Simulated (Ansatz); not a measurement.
C₃H₄F₂, SMILES `F/C=C\CF` from Hartree–Fock to CCSD(T)

```
atom   x (Å)   y (Å)   z (Å)
  F1   1.345  -0.531  -1.467
  C2   0.910  -0.997  -0.294
  C3   0.008  -0.365   0.435
  C4  -0.635   0.920   0.061
  F5  -2.015   0.776   0.065
  H6   1.387  -1.932  -0.023
  H7  -0.279  -0.822   1.375
  H8  -0.329   1.245  -0.935
  H9  -0.393   1.705   0.784
```

Total charge 0; spin multiplicity 1. The geometry is a stationary point of PBE0-D4/def2-TZVP. It is one conformer, not always the lowest. Frozen core, restricted reference, Ansatz. CBS rows extrapolate triple and quadruple zeta.

```tsv
basis	HF (Eh)	MP2 corr.
def2-TZVPP	-314.90680	-0.98131
def2-QZVPP	-314.92075	-1.06148
```

(1) Estimate the CCSD correlation energy and the (T) correction in each basis where they were run (hartree).

## Answers

(1) 
| basis | CCSD corr. | (T) |
| --- | --- | --- |
| def2-TZVPP | -1.00721 | -0.03677 |
| def2-QZVPP | -1.07731 | -0.04198 |
| CBS(def2) | -1.12924 | -0.04584 |
